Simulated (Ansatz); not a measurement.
A nudged elastic band was laid between two geometries of C2H5FS2 (10 atoms, charge 0, multiplicity 1).

The calculation used RKS PBE0-D4/6-31G in Ansatz 0.2.0.

```json
{
  "movable images": "9",
  "climbing image": "yes",
  "spring": "5.0 eV/Å²",
  "optimiser": "quadratic models (default)",
  "start path": "through a guess of the saddle point",
  "force threshold": "0.05 eV/Å",
  "iteration limit": "50",
  "end points": "relaxed"
}
```

First end point:

```xyz
10
Properties=species:S:1:pos:R:3
F -1.656 -0.446 1.463
C -0.684 0.584 1.330
S 0.970 -0.142 0.943
C 0.524 -0.849 -0.726
S 0.158 0.401 -2.070
H -0.997 1.236 0.513
H -0.596 1.121 2.274
H 1.346 -1.501 -1.018
H -0.388 -1.434 -0.614
H 1.406 0.978 -2.092
```

Last end point:

```xyz
10
Properties=species:S:1:pos:R:3
F 0.309 -0.516 2.029
C -0.688 0.378 1.543
S -0.118 1.206 -0.012
C 0.043 -0.350 -1.055
S 1.187 -0.102 -2.500
H -1.593 -0.205 1.364
H -0.859 1.162 2.281
H 0.405 -1.143 -0.402
H -0.922 -0.617 -1.486
H 2.321 0.136 -1.759
```

(1) What changes between the two ends?

(2) What energy profile does the band end with?

(3) What is the geometry of the highest image?

(4) What are the harmonic wavenumbers there?

The band took 6 iterations and about 120 core-seconds.

Results:

(1) No bond is made or broken. The dihedral C2–S3–C4–H9 goes from -51 to 84°.

(2) It converged. The highest image is number 6 of 0 to 10, 4.4 kcal/mol above the first end and 1.5 kcal/mol above the last; the last end lies 2.8 kcal/mol above the first. A vibrational analysis at the climbing image gives one clearly imaginary mode, 66i cm⁻¹: a first-order saddle point. Limits of this set-up: no polarisation functions.

| image | path coordinate (Å) | energy (kcal/mol) | dihedral C2–S3–C4–H9 (°) |
| --- | --- | --- | --- |
| 0 | 0.00 | 0.0 | -51 |
| 1 | 0.45 | 0.4 | -40 |
| 2 | 0.90 | 1.3 | -29 |
| 3 | 1.35 | 2.4 | -17 |
| 4 | 1.80 | 3.5 | -4 |
| 5 | 2.25 | 4.2 | 10 |
| 6 | 2.69 | 4.4 | 23 |
| 7 | 3.23 | 4.1 | 39 |
| 8 | 3.77 | 3.6 | 55 |
| 9 | 4.30 | 3.1 | 70 |
| 10 | 4.84 | 2.8 | 84 |

(3) 
```xyz
10
Properties=species:S:1:pos:R:3
F -0.803 -0.903 2.035
C -0.797 0.431 1.544
S 0.704 0.758 0.518
C 0.348 -0.445 -0.879
S 0.790 0.208 -2.569
H -1.700 0.570 0.948
H -0.765 1.123 2.386
H 0.878 -1.376 -0.688
H -0.725 -0.642 -0.907
H 2.153 0.225 -2.384
```

(4) 66i, 64, 182, 240, 252, 386, 646, 714, 729, 763, 950, 992, 1012, 1202, 1240, 1286, 1366, 1483, 1512, 2548, 3127, 3153, 3215, 3239 cm⁻¹.

Run time: 120 s on 1 thread of Intel(R) Xeon(R) 6975P-C (Granite Rapids), on a shared host, peak memory 0.18 GiB.
